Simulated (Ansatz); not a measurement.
The same path of CH$_{6}$NSi (9 atoms, charge 1, multiplicity 1) was run 3 times with different band settings. The coordinate that changes most is the dihedral H6–C1–Si2–N3.

Theory: RKS PBE0/def2-TZVP in Ansatz 0.2.0.

Relaxed end points:

```xyz
9
Properties=species:S:1:pos:R:3
C -0.784 0.820 -0.820
Si 0.640 -0.083 -0.139
N 0.495 -1.014 1.206
H -1.575 0.118 -1.103
H -0.486 1.393 -1.701
H -1.192 1.505 -0.070
H 1.996 -0.067 -0.705
H 1.270 -1.529 1.606
H -0.364 -1.142 1.727
```

```xyz
9
Properties=species:S:1:pos:R:3
C -0.789 1.119 -0.284
Si 0.638 0.082 0.155
N 0.506 -1.553 0.248
H -1.604 0.965 0.431
H -1.161 0.850 -1.279
H -0.509 2.174 -0.284
H 1.985 0.589 0.453
H 1.281 -2.158 0.487
H -0.347 -2.068 0.073
```

Common settings: spring 5.0 eV/Å²; start path IDPP; force threshold 0.05 eV/Å; iteration limit 60; end points relaxed.

| run | movable images | climbing image | optimiser |
| --- | --- | --- | --- |
| 1 | 9 | yes | quadratic models (default) |
| 2 | 8 | no | quadratic models (default) |
| 3 | 9 | from the first iteration | lbfgs |

Q: What does each run give, and how far can it be trusted?

A: Run 1: converged after 4 iterations, highest image 0.000 eV above the first end. The highest image is an end point: on this band no image between the ends rises above it. Inner images lie up to 0.017 eV below the lower end, so the ends aren't the lowest states on this path.
Run 2: converged after 4 iterations, highest image 0.000 eV above the first end. The highest image is an end point: on this band no image between the ends rises above it. Inner images lie up to 0.017 eV below the lower end, so the ends aren't the lowest states on this path.
Run 3: converged after 7 iterations, highest image 0.000 eV above the first end. The highest image is an end point: on this band no image between the ends rises above it. Inner images lie up to 0.016 eV below the lower end, so the ends aren't the lowest states on this path.
Limits of this set-up: the dipole of an ion depends on the origin.
